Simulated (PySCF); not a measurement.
Compound: C4H11P.
Structure used (PBE0-D3(BJ)/def2-SVP), in Å, numbered top down from 1:
```xyz
16
C4H11P angstrom
C      0.6573    1.3852    1.1404
P      0.1212    0.1769    0.1139
C      1.1807   -0.5662   -1.2155
C     -1.3276    0.7309   -0.8387
C     -0.3728   -1.2991    1.0573
H      1.3624    1.1026    1.9268
H      0.7561    2.3923    0.7259
H      0.6641   -1.3482   -1.7956
H      2.0797   -0.9952   -0.7477
H      1.5040    0.2366   -1.8954
H     -1.0445    1.6243   -1.4152
H     -2.1273    1.0079   -0.1390
H     -1.6771   -0.0458   -1.5341
H     -0.6983   -2.1148    0.3956
H      0.4916   -1.6405    1.6463
H     -1.1780   -1.0228    1.7511
```

Hirshfeld charges (e) from the PBE0/pcSseg-1 density (PySCF), one withheld:

```csv
atom,bonded to,charge
C1,P2 H6 H7,?
P2,C1 C3 C4 C5,+0.3756
C3,P2 H8 H9 H10,-0.1742
C4,P2 H11 H12 H13,-0.1524
C5,P2 H14 H15 H16,-0.1525
H6,C1,+0.0087
H7,C1,+0.0086
H8,C3,+0.0380
H9,C3,+0.0439
H10,C3,+0.0439
H11,C4,+0.0556
H12,C4,+0.0529
H13,C4,+0.0478
H14,C5,+0.0477
H15,C5,+0.0557
H16,C5,+0.0528
```

Question: What is the charge on C1?

Answer: The charges add up to the total charge, 0. The others sum to +0.3521, which leaves -0.3521 e for C1 (carbon bonded to P and 2 H); the computed value is -0.3520, the difference coming from rounding and the integration grid.

Question: Add each hydrogen's charge to the atom that carries it.

Answer: C1 -0.3347, C3 -0.0484, C4 +0.0039, C5 +0.0037. Atoms without hydrogen keep their charges.

Question: Across which bond do the charges differ most?

Answer: P2–C1: +0.3756 on P2 against -0.3520 on C1, a difference of 0.7276 e. The lower charge is on the more electronegative element of the two (Pauling values: C 2.55, P 2.19).

Question: Take the bonds between elements whose Pauling electronegativities differ by more than 0.25. In how many does the more electronegative atom carry the lower charge?

Answer: In 15 of 15.

Question: How much positive and how much negative charge does this set hold in all?

Answer: +0.8312 e on 12 atoms and -0.8311 e on 4.

The Hirshfeld scheme weights the molecular density at each point by an atom's share of the summed free-atom densities. Isolated species at its PBE0-D3(BJ)/def2-SVP geometry, gas phase.

These values come from a run that also computed NMR shieldings. Time: 16 s of wall time (with the writing of density and orbital grids); peak memory 0.81 GiB. Hardware: Arm Neoverse V2, one thread (shared host).
